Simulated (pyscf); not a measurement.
Structures and frequencies: ωB97X-D3(BJ)/def2-SVP in PySCF. Correlated levels are frozen-core, on RHF or UHF. ΔMP2 is the change of the MP2 total energy from the triple- to the quadruple-zeta basis.

Task: What is the homolytic dissociation enthalpy (298 K, CCSD(T)/def2-TZVPP + ΔMP2(QZVPP)) of the C–Si bond of H₃C–SiH₂–OH (SMILES C[SiH2]O), to CH₃• + HO–SiH₂•?

Result: C–Si to CH₃• + HO–SiH₂•: 91.2 kcal/mol. Other isomers of HO–SiH₂• were not searched in full and may lie lower. The CCSD(T) − MP2 part came from Ansatz, without density fitting, on the same reference.
